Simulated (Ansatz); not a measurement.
# What a trial cell of Zr3O relaxes into

All numbers below come from DFT r2SCAN, scalar-relativistic, plane waves, PAW in Ansatz. Cutoff 500 eV, Γ-centred k mesh, Gaussian smearing, no spin polarisation in the final step.

The start puts Zr3O on the Cu3Au (L1_2) structure type (Pm-3m, No. 221), with O in place of Au, Zr in place of Cu, at a guessed volume.

```xyz
4
Lattice="4.1441 0.0000 0.0000 0.0000 4.1441 0.0000 0.0000 0.0000 4.1441" Properties=species:S:1:pos:R:3 pbc="T T T"
Zr    0.0000    2.0720    2.0720
Zr    2.0720    0.0000    2.0720
Zr    2.0720    2.0720    0.0000
O     0.0000    0.0000    0.0000
```

Steps on the 12×12×12 mesh (4 atoms). 4 of 4 steps are shown, and the free energy counts from the last. Trial steps that were taken back and renewals of the plane-wave basis can be among the rows.

```tsv
step	ΔF (meV/atom)	V (Å³/atom)	P (GPa)
1	2.6	17.79	1.92
2	4.5	18.81	-2.25
3	0.2	18.25	-0.03
4	0.0	18.25	-0.02
```

A final relaxation ran on a 12×12×12 mesh. The relaxed crystal, Pm-3m (No. 221):

Space group Pm-3m (No. 221). a = 4.179 Å, b = 4.179 Å, c = 4.179 Å, α = 90.00°, β = 90.00°, γ = 90.00°
```
atom site symmetry x y z
  Zr    3c    4/mm.m  0.0000  0.5000  0.5000
   O    1a m-3m  0.0000  0.0000  0.0000
```

For Zr3O, the volume per atom is 18.25 Å³, the density is 6.59 g/cm³ and the energy over the elements is 0.21 eV/atom. The gap on the 12×12×12 mesh is 0 eV (a metal).

The zero of energy is the elements' standard structures at the same level (O₂ as a molecule); no fitted shifts are applied.

The final run used a 12×12×12 mesh on its 4-atom cell and 0.10 eV smearing. For metals, differences of a few meV/atom aren't resolved.

Symmetry constrained the relaxation, so the result can be a saddle point.